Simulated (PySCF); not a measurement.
**thiazole: proton affinities at several levels**

Structure: `c1cscn1` (C3H3NS). Non-hydrogen atoms are numbered in `[cH:1]1[cH:2][s:3][cH:4][n:5]1`. These are map numbers, not IUPAC locants.

All levels share the PBE0-D3(BJ)/def2-SVP structures and the GFN2-xTB thermal terms; only the single-point energies (PySCF) change. Values are proton affinities (298 K, kJ/mol).

Measured (NIST Chemistry WebBook): proton affinity (−ΔH) 904 kJ/mol.

```jsonl
{"level": "PBE0-D3(BJ)/6-31+G*", "N5": "900", "S3": "672", "time": "8.7 s"}
{"level": "PBE0-D3(BJ)/pcseg-1", "N5": "902", "S3": "674", "time": "7.3 s"}
{"level": "PBE0-D3(BJ)/aug-pcseg-1", "N5": "904", "S3": "685", "time": "16 s"}
{"level": "PBE0-D3(BJ)/def2-TZVP", "N5": "914", "S3": "692", "time": "–"}
{"level": "PBE0-D3(BJ)/pcseg-2", "N5": "914", "S3": "690", "time": "28 s"}
{"level": "B3LYP-D3(BJ)/def2-TZVP", "N5": "915", "S3": "701", "time": "20 s"}
{"level": "PBE0-D3(BJ)/def2-SVP", "N5": "916", "S3": "679", "time": "7.7 s"}
{"level": "TPSS-D3(BJ)/def2-TZVP (grid 3)", "N5": "917", "S3": "709", "time": "74 s"}
{"level": "PBE0-D3(BJ)/cc-pVTZ", "N5": "917", "S3": "694", "time": "26 s"}
{"level": "BHandHLYP/def2-TZVP", "N5": "918", "S3": "694", "time": "19 s"}
{"level": "LC-ωPBE/def2-TZVP", "N5": "920", "S3": "690", "time": "51 s"}
```

Times are wall times for all single points of a level on 1 thread of Arm Neoverse V1, a shared host; the dash marks the run that also made the structures. LC-ωPBE, TPSS ran on a slower path of this set-up, which computes the density-fitting integrals anew in every SCF cycle while the other levels store them. So the times needn't show the usual order of cost, and those levels read slower than they are.

The widest spread is that of S3: 37 kJ/mol, from 672 to 709.

Known limits: not every ring carbon need be listed, and shares count the listed sites alone.
